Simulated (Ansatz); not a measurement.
# AlH2NaS (SMILES [Na][S][AlH2]): functionals against CCSD(T) at one geometry

The atoms stand at a structure displaced at random from a GFN2-xTB minimum. How far do the functionals agree with CCSD(T) there?

Method: single points in def2-TZVPP; program: Ansatz 0.2.0, Gaussian basis.

Correlated methods freeze the cores. The outer core shell of Li, Na, Mg and K is correlated.

## Step 1: Where the work starts

SMILES `[Na][S][AlH2]`, 5 atoms, charge 0, spin multiplicity 1.

Atoms are counted from 1 here; the program's logs count them from 0.

Bond lengths: Na1–S2 2.475 Å, S2–Al3 2.172 Å, Al3–H4 1.389 Å, Al3–H5 1.557 Å. Angles: Na1–S2–Al3 152.6°, S2–Al3–H4 122.0°, S2–Al3–H5 115.6°, H4–Al3–H5 122.3°.

Geometry (Å):

```csv
atom,x (Å),y (Å),z (Å)
Na1,-1.2855,-1.2794,2.9462
S2,0.0596,-0.6474,0.9672
Al3,0.3370,0.3782,-0.9273
H4,-0.0870,-0.1710,-2.1309
H5,1.0230,1.7731,-0.8441
```

## Step 2: CCSD(T)/def2-TZVPP

Input file run/in.yaml:

```yaml
crystal:
  periodic: [false, false, false]
  atoms:
    - {symbol: Na, position_ang: [-1.285500, -1.279400, 2.946200]}
    - {symbol: S, position_ang: [0.059600, -0.647400, 0.967200]}
    - {symbol: Al, position_ang: [0.337000, 0.378200, -0.927300]}
    - {symbol: H, position_ang: [-0.087000, -0.171000, -2.130900]}
    - {symbol: H, position_ang: [1.023000, 1.773100, -0.844100]}
basis:
  gaussian: {orbitals: def2-TZVPP}
correlation: {method: ccsd_t}
output: {forces: true}
```

The command line of these runs was not kept.

## Step 3: PBE0-D4/def2-TZVPP

Edit run/in.yaml of step 2 so:

```diff
@@ -10,3 +10,3 @@
   gaussian: {orbitals: def2-TZVPP}
-correlation: {method: ccsd_t}
-output: {forces: true}
+hamiltonian: {xc: pbe0, dispersion: d4}
+output: {forces: true, orbitals: {seedname: orbitals}}
```

## Step 4: wB97M-V/def2-TZVPP

Edit run/in.yaml of step 3 so:

```diff
@@ -10,3 +10,3 @@
   gaussian: {orbitals: def2-TZVPP}
-hamiltonian: {xc: pbe0, dispersion: d4}
-output: {forces: true, orbitals: {seedname: orbitals}}
+hamiltonian: {xc: {name: wB97M-V}}
+output: {forces: true}
```

## Step 5: r2SCAN-D4/def2-TZVPP

Edit run/in.yaml of step 4 so:

```diff
@@ -10,3 +10,3 @@
   gaussian: {orbitals: def2-TZVPP}
-hamiltonian: {xc: {name: wB97M-V}}
+hamiltonian: {xc: r2scan, dispersion: d4}
 output: {forces: true}
```

## Step 6: PBE-D4/def2-TZVPP

Edit run/in.yaml of step 5 so:

```diff
@@ -10,3 +10,3 @@
   gaussian: {orbitals: def2-TZVPP}
-hamiltonian: {xc: r2scan, dispersion: d4}
+hamiltonian: {xc: pbe, dispersion: d4}
 output: {forces: true}
```

## Step 7: wB97X-V/def2-TZVPP

Edit run/in.yaml of step 6 so:

```diff
@@ -10,3 +10,3 @@
   gaussian: {orbitals: def2-TZVPP}
-hamiltonian: {xc: pbe, dispersion: d4}
+hamiltonian: {xc: {name: wB97X-V}}
 output: {forces: true}
```

## Step 8: SPW92/def2-TZVPP

Edit run/in.yaml of step 7 so:

```diff
@@ -10,3 +10,3 @@
   gaussian: {orbitals: def2-TZVPP}
-hamiltonian: {xc: {name: wB97X-V}}
+hamiltonian: {xc: lda}
 output: {forces: true}
```

(Steps that only read results are left out.)

What does the calculation give? Wanted: energy less free atoms, CCSD(T)/def2-TZVPP; RMS force component; RMS force error; HOMO and LUMO, PBE0-D4; T1 diagnostic.

**Answer**, as computed:

```
                                  quantity                                                                                         value
energy less free atoms, CCSD(T)/def2-TZVPP                                                                                -1121.7 kJ/mol
                       RMS force component                                                          1.481 to 1.549 eV/Å over the methods
                           RMS force error  PBE0-D4 0.034, wB97M-V 0.061, r2SCAN-D4 0.031, PBE-D4 0.065, wB97X-V 0.057, SPW92 0.075 eV/Å
                    HOMO and LUMO, PBE0-D4                                                                            -5.29 and -1.81 eV
                             T1 diagnostic                                                                                         0.010
```

**Reading.** Against CCSD(T) the functionals' energies less atoms differ by -139.8 to -6.1 kJ/mol, PBE-D4 by -7.9 kJ/mol. A larger basis would deepen the CCSD(T) value, while the functionals are nearly converged already, so the order here is not reliable. The forces of r2SCAN-D4 come nearest to CCSD(T), those of SPW92 are farthest. Frozen-core CCSD(T) forces in triple zeta carry basis errors of their own, and this is one geometry, so small gaps rank nothing.
